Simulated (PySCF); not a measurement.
**CH7N, a complex of two parts as drawn: interaction energy**

The task here is to estimate one member of a computed series from the others.

Computed with PySCF 2.14.0; each step states its level. No surroundings beyond the atoms listed, unless a continuum is named. Atoms count from 0, parts from 1.

### The system as given

9 atoms, charge 0, multiplicity 1; geometry: GFN1-xTB. Parts: 1 = atoms 0–7, `C[NH3+]`, charge 1; 2 = atom 8, `[H-]`, charge -1. In the given geometry H7 and H8 of different parts have joined to H2 (0.77 Å), so values for the parts refer to these atom groups.

The first run:

What the job is given:

```
{"job": {"xc": "PBE0", "basis": "def2-SVPD", "d3": "d3bj", "grid": 2, "kind": "geom", "shake": 0.01}, "charge": 0, "multiplicity": 1, "parts": [{"atoms": "0-7", "charge": 1, "multiplicity": 1}, {"atoms": "8-8", "charge": -1, "multiplicity": 1}]}
C     -0.801227     0.124921    -0.077380
N      0.624855     0.207176    -0.220268
H     -1.098769     0.087390     0.968535
H     -1.277814     1.033236    -0.522955
H     -1.189490    -0.753880    -0.593337
H      0.862331     0.235906    -1.206999
H      0.973667     1.073058     0.197038
H      1.796521    -1.490780     1.289791
H      2.162839    -2.023932     1.709335
```

Command:

```
$ OMP_NUM_THREADS=1 python cluster_run.py task.json out
```

The driver reads the jobs from task.json and runs them one after another.

Steps of the session up to this table: Geometry optimisation at PBE0-D3(BJ)/def2-SVPD; Coupled-cluster interaction energy: CCSD(T) and MP2.

One table of the session follows, with a row left open; its other results are not shown here.

It belongs to the step «Coupled-cluster interaction energy: CCSD(T) and MP2». 

```
                 method  interaction energy (kcal/mol)
         HF/aug-cc-pVDZ                        -338.79
        MP2/aug-cc-pVDZ                        -316.63
       CCSD/aug-cc-pVDZ                        -306.72
    CCSD(T)/aug-cc-pVDZ                        -296.08
         HF/aug-cc-pVTZ                        -340.70
        MP2/aug-cc-pVTZ                              ?
    SCS-MP2/aug-cc-pVTZ                        -318.39
      MP2, extrapolated                        -321.98
CCSD(T), limit estimate                        -301.43
```

**Question.** Estimate the row for MP2/aug-cc-pVTZ.

**Answer.** interaction energy (kcal/mol): -320.96. In the column «interaction energy (kcal/mol)» it lies between MP2, extrapolated (-321.98) and SCS-MP2/aug-cc-pVTZ (-318.39).

At this geometry H7 and H8 of different parts have joined to H2 (0.77 Å), so this energy is mostly that of cutting a chemical bond between strained fragments, not an intermolecular interaction.

Caveats from the session: At this geometry a test (T1, the size of the triples or of CCSD(T) less MP2, charge moved between the parts) flags the run, so its CCSD(T) estimate is not taken as a benchmark. The interaction energy leaves out the deformation of the parts, 135.8 kcal/mol at MP2. So large a deformation means that a part is far from its own minimum, so a sum across the two methods would be rough.
